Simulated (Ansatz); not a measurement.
# CHF2 radical (SMILES F[CH]F): one structure at several levels

One table from this session's results is given with a row withheld; the runs are named, their logs left out.

Computed with Ansatz 0.2.0, Gaussian basis. Level: single points in def2-TZVPP.

Cores are frozen in the correlated methods. Orbitals are unrestricted.

## Where the work starts

SMILES `F[CH]F`, 4 atoms, charge 0, spin multiplicity 2.

Atoms are counted from 1 here; the program's logs count them from 0.

Bond lengths: F1–C2 1.336 Å, C2–F3 1.301 Å, C2–H4 1.057 Å. Angles: F1–C2–F3 113.0°, F1–C2–H4 116.3°, F3–C2–H4 117.2°.

As a file:

```xyz
4
charge 0, multiplicity 2
F    -1.22530    0.26470   -0.14170
C     0.05320    0.06040    0.18850
F     0.44410   -1.16180   -0.02650
H     0.73000    0.83420   -0.05730
```

The first run:

run/in.yaml

```yaml
crystal:
  periodic: [false, false, false]
  atoms:
    - {symbol: F, position_ang: [-1.225300, 0.264700, -0.141700]}
    - {symbol: C, position_ang: [0.053200, 0.060400, 0.188500]}
    - {symbol: F, position_ang: [0.444100, -1.161800, -0.026500]}
    - {symbol: H, position_ang: [0.730000, 0.834200, -0.057300]}
basis:
  gaussian: {orbitals: def2-TZVPP}
magnetization: {spin_polarized: true, initial_magnetization: 1}
correlation: {method: ccsd_t}
scf: {omitted_lower_state_checks: [cluster_reference]}
output: {forces: true}
```

No record of the launch command was kept for these runs.

Steps of the session up to this table: CCSD(T)/def2-TZVPP; PBE0-D4/def2-TZVPP; wB97M-V/def2-TZVPP; r2SCAN-D4/def2-TZVPP; PBE-D4/def2-TZVPP; BHLYP-D4/def2-TZVPP; HSE06-D4/def2-TZVPP.

One of the session's tables, all rows but one given; the rest of the session is left out.

```
   method  RMS force component (eV/Å)  angle to CCSD(T) forces (°)  dipole (D)
  CCSD(T)                       0.653                    reference        1.39
  PBE0-D4                       0.648                         16.5        1.36
  wB97M-V                       0.616                          5.3        1.35
r2SCAN-D4                           ?                            ?           ?
   PBE-D4                       0.772                         18.1        1.23
 BHLYP-D4                       0.611                         31.2        1.50
 HSE06-D4                       0.649                         16.7        1.36
```

Estimate the missing values for r2SCAN-D4.

**Answer.** RMS force component (eV/Å): 0.661; angle to CCSD(T) forces (°): 6.1; dipole (D): 1.32. In the column «RMS force component (eV/Å)» it lies between CCSD(T) (0.653) and PBE-D4 (0.772).
